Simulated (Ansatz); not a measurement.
**HCl (singlet): from Hartree-Fock to the top rungs, cc-pV(T+d)Z**

Aim: climb from Hartree-Fock through coupled cluster and multireference methods for HCl (singlet) at one geometry and basis, and see what each rung misses.

The runs use Ansatz 0.2.0, Gaussian basis; cc-pV(T+d)Z, core rule «outside noble gas», up to 5 orbitals frozen.

To be run: UHF; CCSD(T) on RHF; BCCD(T) on RHF; CISD; CCSDT(Q) on RHF; CCSDTQ on RHF; CASSCF and MRCISD+Q, 8 electrons in 5 orbitals; CASSCF and NEVPT2, 8 electrons in 5 orbitals.

9 further runs of the same task are left out: 9 set aside as unsound or not needed.

## Step 1: The system

The geometry is an MP2(full)/6-31G* stationary point (not a proven minimum).

2 atoms, charge 0, spin multiplicity 1.

Atoms are counted from 1 here; the program's logs count them from 0.

Bond lengths: Cl1–H2 1.280 Å.

Coordinates:

```mol
ClH
  3D, bonds by distance, orders not assigned

  2  1  0  0  0  0  0  0  0  0999 V2000
    0.0000    0.0000    0.0000 Cl  0  0
    0.0000    0.0000    1.2800 H   0  0
  1  2  8  0
M  END
```

## Step 2: UHF

File in.yaml:

```yaml
crystal:
  periodic: [false, false, false]
  atoms:
    - {symbol: Cl, position_ang: [0.000000, 0.000000, 0.000000]}
    - {symbol: H, position_ang: [0.000000, 0.000000, 1.279978]}
basis:
  gaussian: {orbitals: "cc-pV(T+d)Z.json"}
magnetization: {spin_polarized: true, initial_magnetization: 0}
hamiltonian: {xc: hf}
output: {orbitals: {seedname: orbitals}}
```

Command:

```
ansatz run in.yaml --threads 1 --pin off --events-out ev --progress --plain --max-ram 5120MiB --backend cpu
```

Further steps of the session: CCSD(T) on RHF; BCCD(T) on RHF; CISD; CCSDT(Q) on RHF; CCSDTQ on RHF; CASSCF and MRCISD+Q, 8 electrons in 5 orbitals; CASSCF and NEVPT2, 8 electrons in 5 orbitals.

Q: Predict the results of all the runs planned. Wanted: RCCSDTQ below the RHF energy; RMP2 from RCCSDTQ; RCCSD from RCCSDTQ; RCCSD(T) from RCCSDTQ; RCCSDT(Q) from RCCSDTQ; NEVPT2 valence from RCCSDTQ; MRCISD+Q valence from RCCSDTQ; T1 diagnostic; effectively unpaired electrons.

The runs gave:

| quantity | value |
| --- | --- |
| RCCSDTQ below the RHF energy | -6.3365 eV |
| RMP2 from RCCSDTQ | +18.56 kcal/mol |
| RCCSD from RCCSDTQ | +5.52 kcal/mol |
| RCCSD(T) from RCCSDTQ | +0.54 kcal/mol |
| RCCSDT(Q) from RCCSDTQ | +0.01 kcal/mol |
| NEVPT2 valence from RCCSDTQ | +30.79 kcal/mol |
| MRCISD+Q valence from RCCSDTQ | +1.48 kcal/mol |
| levels within 1 kcal/mol (43 meV) | RCCSD(T), BCCD(T), RCCSDT, RCCSDT(Q) |
| T1 diagnostic | 0.006 |
| effectively unpaired electrons | 0.00 |

RCCSD(T) lands +0.54 kcal/mol from the yardstick (0.4 % of the correlation energy). One determinant dominates. Of the multireference levels listed MRCISD+Q valence comes nearest in total energy (+1.48 kcal/mol), which doesn't show that its space is the better one. These misses are within one basis, not against nature.
